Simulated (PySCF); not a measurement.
## `C(C)CNCC`, C5H13N

Cartesian coordinates in Å; atom numbers follow the order of the lines, from 1:
```xyz
19

C    -2.234    1.061   -0.465
C    -1.890   -0.409   -0.282
C    -0.462   -0.751   -0.682
N     0.503   -0.036    0.119
C     1.881   -0.268   -0.243
C     2.827    0.505    0.655
H    -3.245    1.291   -0.097
H    -2.192    1.345   -1.529
H    -1.512    1.693    0.071
H    -2.042   -0.700    0.774
H    -2.580   -1.042   -0.864
H    -0.303   -0.465   -1.739
H    -0.321   -1.855   -0.645
H     0.363   -0.256    1.103
H     2.018    0.058   -1.290
H     2.155   -1.349   -0.231
H     3.874    0.359    0.352
H     2.738    0.175    1.703
H     2.597    1.580    0.622
```

The calculation used PySCF 2.14.0, quadratic response CAM-B3LYP/aug-cc-pVDZ first hyperpolarisability, Taylor convention, gas phase. Geometry: PBE0-D3(BJ)/def2-SVP.

Question: Give β for the processes computed.

Answer: In au, Taylor convention; the vector part is βᵢ = ⅓ Σⱼ (βᵢⱼⱼ + βⱼᵢⱼ + βⱼⱼᵢ); β∥ is 3/5 of the vector part along the dipole, the dipole points from − to +:
```tsv
process	λ (nm)	β vector norm	β∥	β HRS	depolarisation ratio
static β(0;0,0)	∞	160.6	-83.6	63.0	6.14
second harmonic β(−2ω;ω,ω)	1907	172.4	-90.0	67.6	6.14
Pockels β(−ω;ω,0)	1907	164.4	-85.7	–	–
second harmonic β(−2ω;ω,ω)	1064	203.8	-106.7	79.8	6.11
Pockels β(−ω;ω,0)	1064	173.3	-90.4	–	–
```

Question: Which lowest excitations, dipole and polarisabilities go with it?

Answer: S1 5.48 eV (f = 0.005); S2 5.96 eV (f = 0.018); S3 6.20 eV (f = 0.046); dipole 0.88 D; isotropic α 75.4 au static, 75.6 au at 1907 nm, 76.0 au at 1064 nm, 76.1 au at 953.5 nm, 77.8 au at 532 nm.
